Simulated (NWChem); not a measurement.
**Correlation energy of Na**

```
Na
```
Charge 0, spin multiplicity 2.

Program: NWChem.

Basis set: def2-TZVP. Each correlation energy counts from its own Hartree-Fock reference.

| method | correlation energy (mHa) |
|---|---|
| UMP2 | -163.7 |
| SCS-UMP2 | -156.5 |
| CCSD on UHF | -168.9 |
| CCSD[T] on UHF | -171.3 |
| CCSD(T) on UHF | -171.1 |
| CCSD on ROHF | -169.0 |
| CCSD[T] on ROHF | -171.4 |
| CCSD(T) on ROHF | -171.1 |
| CCSDT on ROHF | -171.1 |

The values span 14.9 mHa, from CCSD[T] on ROHF (lowest) to SCS-UMP2 (highest). 

The correlated methods keep 1 core orbital frozen. The stability of the SCF solutions was not checked. Open-shell Hartree-Fock references start from PBE0 orbitals. No row is a measurement; the coupled-cluster row has its own basis-set and correlation limits.
